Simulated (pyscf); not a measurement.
PySCF, gas phase, ωB97X-D3(BJ)/def2-SVP geometries.

Problem. Estimate by transition-state theory the rate constant of H₃C–InH₂ (SMILES [CH3][InH2]) + HO–SiH₃ (SMILES O[SiH3]) -> CH₄ (SMILES C) + H₃Si–O–InH₂ (SMILES [SiH3][O][InH2]) (singlet surface; C–In, H–O broken, C–H, In–O formed) at 900 K, with ωB97M-D3(BJ)/def2-TZVP energies (ideal gas, 1 atm, RRHO with modes under 100 cm⁻¹ raised to 100, one conformer, R ln 2 for chiral ones without a mode under 150 cm⁻¹; no tunnelling).

Solution. The electronic barrier is 9.8 kcal/mol and the thermal terms add +34.7, so ΔG‡ = 44.5 kcal/mol. With k_BT/h = 1.88e+13 s⁻¹ and RT = 1.788 kcal/mol, and a volume of 1.23e-19 cm³ per molecule at 1 atm, k = 3.6e-17 cm³ molecule⁻¹ s⁻¹. Wigner's tunnelling factor for 1410i cm⁻¹ would be 1.21. A shift of 1 kcal/mol in the barrier changes k by a factor 1.7. On the reactant side the descent ends in an adduct with a In–O contact, 13.3 kcal/mol under the separated species and 20.8 kcal/mol under the saddle at ωB97X-D3(BJ)/def2-TZVP. On the product side the descent ends in a complex (not fully relaxed), 4.2 kcal/mol under the separated species and 34.0 kcal/mol under the saddle at ωB97X-D3(BJ)/def2-TZVP. What is counted as formed (In–O) is already present as a longer contact in the reactant adduct; forming that adduct is a step of its own. At ωB97X-D3(BJ)/def2-TZVP the barrier from the zero used here is 7.5 kcal/mol. One saddle was located; it need not be the lowest between these sides. Elements past Kr carry the def2 core potentials, without spin-orbit coupling.
